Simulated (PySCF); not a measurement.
PySCF input (PBE/def2-TZVP):

```python
import numpy as np, basis_set_exchange as bse
from pyscf import gto, scf, dft, df

basis = {'H': gto.basis.parse(bse.get_basis('def2-TZVP', elements=['H'], fmt='nwchem')), 'N': gto.basis.parse(bse.get_basis('def2-TZVP', elements=['N'], fmt='nwchem'))}
mol = gto.M(
    atom='''
    N     0.00224146   -0.00382052    0.11155442
    H    -0.00202883    0.95117179   -0.22808750
    H     0.80949996   -0.46442426   -0.29287493
    H    -0.82316134   -0.46000387   -0.25991854
    ''',
    basis=basis,
    charge=0,
    verbose=4,
    max_memory=1839,
)
mf = dft.RKS(mol, xc='pbe')
mf.grids.level = 3
mf = mf.density_fit(auxbasis=df.autoaux(mol))
mf.max_cycle = 100
mf.conv_tol = 1e-4
print('smallest overlap eigenvalue', np.linalg.eigvalsh(mol.intor('int1e_ovlp'))[0])
mf.kernel()
dip = mf.dip_moment()
```

Output:

```
PySCF version 2.14.0

[INPUT] verbose = 4
[INPUT] num. atoms = 4
[INPUT] num. electrons = 10
[INPUT] charge = 0
[INPUT] spin (= nelec alpha-beta = 2S) = 0
[INPUT] symmetry False subgroup None
[INPUT] Mole.unit = angstrom
[INPUT] Symbol           X                Y                Z      unit          X                Y                Z       unit  Magmom
[INPUT]  1 N      0.002241460000  -0.003820520000   0.111554420000 AA    0.004235745519  -0.007219736453   0.210807301785 Bohr   0.0
[INPUT]  2 H     -0.002028830000   0.951171790000  -0.228087500000 AA   -0.003833933053   1.797454180512  -0.431022907437 Bohr   0.0
[INPUT]  3 H      0.809499960000  -0.464424260000  -0.292874930000 AA    1.529733222246  -0.877634657004  -0.553453406451 Bohr   0.0
[INPUT]  4 H     -0.823161340000  -0.460003870000  -0.259918540000 AA   -1.555549488930  -0.869281330540  -0.491174855297 Bohr   0.0

nuclear repulsion = 11.935771654522
number of shells = 23
number of NR pGTOs = 70
number of NR cGTOs = 49
basis = {'H': [[0, [34.061341, 0.0060251978], [5.1235746, 0.045021094], [1.1646626, 0.20189726]], [0, [0.32723041, 1.0]], [0, [0.10307241, 1.0]], [1, [0.8, 1.0]]], 'N': [[0, [19730.800647, 0.00021887984991], [2957.8958745, 0.0016960708803], [673.22133595, 0.0087954603538], [190.68249494, 0.035359382605], [62.295441898, 0.11095789217], [22.654161182, 0.24982972552]], [0, [8.9791477428, 0.40623896148], [3.686300237, 0.24338217176]], [0, [0.84660076805, 1.0]], [0, [0.33647133771, 1.0]], [0, [0.13647653675, 1.0]], [1, [49.20038051, 0.0055552416751], [11.346790537, 0.038052379723], [3.4273972411, 0.14953671029], [1.1785525134, 0.3494930523]], [1, [0.41642204972, 0.45843153697]], [1, [0.14260826011, 0.24428771672]], [2, [1.654, 1.0]], [2, [0.469, 1.0]], [3, [1.093, 1.0]]]}
ecp = {}
ETB for N: l = 0, exps = 0.2729530735 * 1.8^n , n = 0..15
ETB for N: l = 1, exps = 0.27908479686 * 1.8^n , n = 0..12
ETB for N: l = 2, exps = 0.28521652022 * 1.8^n , n = 0..11
ETB for N: l = 3, exps = 0.6116082601099999 * 2.2^n , n = 0..6
ETB for N: l = 4, exps = 0.938 * 2.2^n , n = 0..2
ETB for H: l = 0, exps = 0.20614482 * 1.8^n , n = 0..10
ETB for H: l = 1, exps = 0.90307241 * 2^n , n = 0..2
ETB for H: l = 2, exps = 1.6 * 2.2^n , n = 0..0
smallest overlap eigenvalue 0.0049709374754397925

******** <class 'pyscf.df.df_jk.DFRKS'> ********
method = DFRKS
initial guess = minao
damping factor = 0
level_shift factor = 0
DIIS = <class 'pyscf.scf.diis.CDIIS'>
diis_start_cycle = 1
diis_space = 8
diis_damp = 0
SCF conv_tol = 0.0001
SCF conv_tol_grad = None
SCF max_cycles = 100
direct_scf = False
XC library pyscf.dft.libxc version 7.1.2
    S. Lehtola, C. Steigemann, M. J. T. Oliveira, and M. A. L. Marques,  SoftwareX 7, 1–5 (2018)
XC functionals = pbe
    J. P. Perdew, K. Burke, and M. Ernzerhof,  Phys. Rev. Lett. 77, 3865 (1996)
    J. P. Perdew, K. Burke, and M. Ernzerhof,  Phys. Rev. Lett. 78, 1396 (1997)
    J. P. Perdew, K. Burke, and M. Ernzerhof,  Phys. Rev. Lett. 77, 3865 (1996)
    J. P. Perdew, K. Burke, and M. Ernzerhof,  Phys. Rev. Lett. 78, 1396 (1997)
radial grids:
    Treutler-Ahlrichs [JCP 102, 346 (1995); DOI:10.1063/1.469408] (M4) radial grids

becke partition: Becke, JCP 88, 2547 (1988); DOI:10.1063/1.454033
pruning grids: <function nwchem_prune>
grids dens level: 3
symmetrized grids: False
atomic radii adjust function: <function treutler_atomic_radii_adjust>
small_rho_cutoff = 0
Set gradient conv threshold to 0.01
Initial guess from minao.
tot grids = 43328
init E= -56.4024292248838
  HOMO = -0.320161890076829  LUMO = -0.00924254431170013  gap/eV = 8.46055
cycle= 1 E= -56.4581886182377  delta_E= -0.0558  |g|= 0.475  |ddm|=  1.1
  HOMO = -0.0989050379772571  LUMO = 0.0339029804065376  gap/eV = 3.61389
cycle= 2 E= -56.3406398549477  delta_E= 0.118  |g|= 0.867  |ddm|= 0.837
  HOMO = -0.219369484733395  LUMO = 0.00786110745492152  gap/eV = 6.18326
cycle= 3 E= -56.5077941670863  delta_E= -0.167  |g|= 0.0201  |ddm|= 0.581
  HOMO = -0.217896460355266  LUMO = 0.00962411061814095  gap/eV = 6.19115
cycle= 4 E= -56.5078763011777  delta_E= -8.21e-05  |g|= 0.0059  |ddm|= 0.0224
  HOMO = -0.217946147929961  LUMO = 0.00886232215265892  gap/eV = 6.17177
Extra cycle  E= -56.5078805111017  delta_E= -4.21e-06  |g|= 0.00383  |ddm|= 0.00798
converged SCF energy = -56.5078805111017
Dipole moment(X, Y, Z, Debye): -0.03293,  0.05612, -1.63872
```
